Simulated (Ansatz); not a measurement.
in.yaml

```yaml
crystal:
  periodic: [false, false, false]
  atoms:
    - {symbol: Ga, position_ang: [0.000000, -0.120036, 2.160747]}
    - {symbol: C, position_ang: [0.000004, -0.109565, 0.325504]}
    - {symbol: N, position_ang: [-0.000001, -0.234964, -0.877884]}
    - {symbol: H, position_ang: [-0.000002, 0.464565, -1.608367]}
basis:
  gaussian: {orbitals: STO-3G}
magnetization: {spin_polarized: false, initial_magnetization: 3}
correlation: {method: ccsd, electrons: all}
scf: {lower_state_search: off}
symmetry: c1
```

```sh
$ ansatz run in.yaml --threads 1 --pin off --events-out ev --progress --plain --max-ram 2393MiB
```

(1) One thing in this input was set wrong on purpose, beside settings that are merely unusual. What is the gravest fault, and what does the program do?

Results:

(1) Unknown input key. How the run ends: refused.
```
Error: YAML parse error: error: line 13 column 1: unknown field `symmetry`, expected one of crystal, accuracy, basis, kpoints, hamiltonian, magnetization, projection, total_charge, correlation, batch, efield, external_charges, scf, relax, neb, saddle, md, ramp, phonons, dielectric, real_time, elastic, magnetic_configurations, gw, evaluate, workflow, output, checkpoint, execution
  --> <input>:13:1
   |
11 | correlation: {method: ccsd, electrons: all}
12 | scf: {lower_state_search: off}
13 | symmetry: c1
   | ^ unknown field `symmetry`, expected one of crystal, accuracy, basis, kpoints, hamiltonian, magnetization, projection, total_charge, correlation, batch, efield, external_charges, scf, relax, neb, saddle, md, ramp, phonons, dielectric, real_time, elastic, magnetic_configurations, gw, evaluate, workflow, output, checkpoint, execution
```
